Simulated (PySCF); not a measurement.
Compound: CH5NSi.
Structure used (PBE0-D3(BJ)/def2-SVP), in Å, numbered top down from 1:
```xyz
8
CH5NSi angstrom
N      1.5799   -0.4422   -0.5575
C      0.7512    0.0709    0.2613
Si    -1.1045    0.0427   -0.1303
H      2.5416   -0.3558   -0.2050
H      1.0716    0.5405    1.2175
H     -1.8079   -0.8059    0.8815
H     -1.6509    1.4312   -0.0187
H     -1.3273   -0.4952   -1.5008
```

The calculation used TDDFT CAM-B3LYP/def2-SVPD, vertical, gas phase, core orbitals frozen in the response (PySCF 2.14.0, density-fitted response routines).

Each state is given a Gaussian of 0.3 eV full width at half maximum, with ε(max) = 2.175×10⁸ f / Δν̃ (Δν̃ the width in cm⁻¹). The width is an assumption, not a result. The curve ends short of the highest state used, and states not computed would add to its high-energy end.

| E (eV) | ε (L mol⁻¹ cm⁻¹) |
| --- | --- |
| 4.09 | 1 |
| 4.20 | 8 |
| 4.32 | 65 |
| 4.43 | 204 |
| 4.54 | 304 |
| 4.65 | 214 |
| 4.76 | 72 |
| 4.87 | 11 |
| 4.98 | 1 |
| 5.09 | 0 |
| 5.20 | 0 |
| 5.31 | 0 |
| 5.43 | 0 |
| 5.54 | 0 |
| 5.65 | 0 |
| 5.76 | 0 |
| 5.87 | 0 |
| 5.98 | 0 |
| 6.09 | 0 |
| 6.20 | 0 |
| 6.31 | 0 |
| 6.43 | 2 |
| 6.54 | 23 |
| 6.65 | 117 |
| 6.76 | 287 |
| 6.87 | 334 |
| 6.98 | 184 |
| 7.09 | 48 |
| 7.20 | 12 |
| 7.31 | 97 |
| 7.42 | 775 |
| 7.54 | 3460 |
| 7.65 | 7750 |
| 7.76 | 12688 |
| 7.87 | 16406 |
| 7.98 | 18713 |

(1) Locate the maxima and give the states behind the curve.

(2) On this curve, what absorbance would a 10⁻⁴ mol/L sample give at 280 nm over a 1 cm path?

(3) Coming from long wavelengths, where does ε first pass 100 L mol⁻¹ cm⁻¹?

Answers

(1) 273 nm (4.54 eV), ε about 300, made up of S1 (100%); 181 nm (6.84 eV), ε about 350, made up of S2 (100%) (ε in L mol⁻¹ cm⁻¹; maxima over ε = 5, shares over 10%). At its high-energy end, 7.98 eV, the curve is still rising (ε about 19000, from S5, S7 and S9). The states used: S1 4.54 eV (f 0.0034); S2 6.84 eV (f 0.0038); S3 7.66 eV (f 0.025); S4 7.68 eV (f 0.033); S5 7.88 eV (f 0.140); S6 8.07 eV (f 0.014); S7 8.08 eV (f 0.051); S8 8.15 eV (f 0.038); S9 8.23 eV (f 0.270); S10 8.58 eV (f 0.0008).

(2) 280 nm is 4.428 eV, where ε is about 200 L mol⁻¹ cm⁻¹, so A = ε c l ≈ 0.02 (Beer–Lambert, with the gas-phase spectrum and the assumed width).

(3) At about 285 nm (4.36 eV), 0.19 eV below S1.

The vertical ionisation energy (ΔSCF) is 9.97 eV, 1.39 eV above S10.
